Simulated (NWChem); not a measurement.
## Correlation energy of nitrogen (N2)

SMILES: N#N
```xyz
2

N      0.0000     0.0000     0.5502
N      0.0000     0.0000    -0.5502
```
Charge 0, spin multiplicity 1.

All runs are NWChem calculations. The geometry was optimised at B3LYP/def2-SVP, a minimum by its harmonic frequencies.

Basis set: def2-QZVP. Each correlation energy counts from its own Hartree-Fock reference.

```csv
method,correlation energy (mHa),difference from CCSD(T)
MP2,-398.4,+14.5
SCS-MP2,-392.0,+20.9
CR-CCSD[T],-409.9,+3.0
CR-CCSD(T),-409.2,+3.7
CCSD,-392.7,+20.3
CCSD+T(CCSD),-413.8,-0.9
CCSD(T),-412.9,0.0
```

The values span 21.8 mHa, from CCSD+T(CCSD) (lowest) to SCS-MP2 (highest). 

The correlated methods keep 2 core orbitals frozen. Differences from the coupled-cluster row are differences between methods, not errors against experiment.
